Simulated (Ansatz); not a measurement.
CHNO, SMILES `N=C=O`. Total charge 0; spin multiplicity 1. The geometry is a stationary point of PBE0-D4/def2-TZVP. It is one conformer, not always the lowest.

```xyz
4

N     0.099   -0.685    0.328
C    -0.073    0.482    0.065
O    -0.244    1.624   -0.049
H     0.218   -1.422   -0.344
```

(1) What is the dipole moment at PBE/def2-TZVPP? (Estimate.)

(2) And with r2SCAN, B3LYP, ωB97M-V? (An estimate is asked.)

(3) Give the Mulliken charges with PBE, ωB97M-V, B3LYP in def2-TZVPP. (An estimate is asked.)

## Answers

(1) Ansatz gave: 2.05 D, with components (0.27, -1.68, -1.14) D in this frame, pointing from negative to positive charge.

(2) Ansatz gave: r2SCAN 2.10 D, B3LYP 2.13 D, ωB97M-V 2.13 D.

(3) The calculation gave: 
```csv
atom,PBE,ωB97M-V,B3LYP
N1,-0.24,-0.28,-0.26
C2,0.19,0.33,0.26
O3,-0.15,-0.22,-0.19
H4,0.21,0.18,0.20
```

B3LYP here is the variant with VWN-RPA as its local correlation; programs differ in this.
